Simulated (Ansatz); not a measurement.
**N$_{2}$, singlet in cc-pVDZ: errors against full CI**

Geometry: MP2(full)/6-31G*, from the G2/97 set.

```xyz
2

N     0.0000    0.0000    0.0000
N     0.0000    0.0000    1.1300
```

Basis cc-pVDZ; Ansatz 0.2.0. Correlated methods freeze the noble-gas cores, which leaves 10 electrons in 26 orbitals. R marks a restricted (for open shells ROHF) determinant. Active spaces: valence = (10e, 8o) chosen from the atoms' valence shells.

Full CI is exact within this basis and frozen core; it isn't the basis-set limit.

```
UHF ⟨S²⟩                          : 0.000
T1 diagnostic (RCCSD)             : 0.0127
largest doubles amplitude (RCCSD) : 0.111
```

```tsv
level	E − E(full CI) (kJ/mol)	share of correlation (%)	wall time
RHF	870.2	0.00	–
RMP2	39.8	95.43	–
CISD	97.8	88.76	0.97 s
RCCSD	38.9	95.52	–
RCCSD(T)	5.1	99.42	0.43 s
BCCD(T)	5.0	99.42	0.34 s
RCCSDT	5.0	99.42	–
CISDTQ	6.3	99.28	14 s
RCCSDT(Q)	-0.1	100.01	1.6 s
RCCSDTQ	0.6	99.93	3.5 s (H100)
CASSCF (valence space)	460.2	47.12	–
NEVPT2 (valence space)	84.2	90.32	0.88 s
NEVPT4(SD) (valence space)	5.3	99.39	1.6 s
MRCISD (valence space)	20.9	97.60	–
MRCISD+Q (valence space)	0.0	100.00	1.9 s
```

The correlation energy at full CI, counted from RHF, is -9.019 eV. That run took 43 s on 5 threads of AMD EPYC 7R13 with a whole H100 80 GB, shared host over 540,924,024 determinants.

Times hold each run's SCF and search for its determinant on a shared host, so for small cases they say little of a method's own cost; rows without a card ran on 1 thread of AMD EPYC 7R13.

The full-CI state has the irrep Ag of D2h, in the program's axes (one component, if the state is degenerate).

Natural occupations of full CI about the gap: 1.981 1.960 1.960 1.914 1.914 0.083 0.083 0.025 0.012 0.009; effectively unpaired electrons, Σ n²(2−n)², 0.12.

Atomization energy (electronic, same basis, no zero-point term; atoms at the same level, unrestricted beside the R rows where the molecule is a closed shell, with restricted open-shell steps beyond CCSDT(Q)) at full CI: 842.4 kJ/mol. Errors of other levels:

| level | error (kJ/mol) |
| --- | --- |
| RHF | -410.7 |
| RMP2 | 48.3 |
| CISD | -90.0 |
| RCCSD | -35.0 |
| RCCSD(T) | -4.4 |
| BCCD(T) | -4.1 |
| RCCSDT | -5.1 |
| CISDTQ | -5.9 |
| RCCSDT(Q) | -0.1 |
| RCCSDTQ | -0.9 |
| CASSCF (valence space) | 13.5 |
| NEVPT2 (valence space) | 12.2 |
| NEVPT4(SD) (valence space) | -4.6 |
| MRCISD (valence space) | -12.6 |
| MRCISD+Q (valence space) | -6.0 |

This basis is far from its limit, so the value isn't to be set against a measured one. Truncated CI isn't size-consistent, which counts against it in atomization.
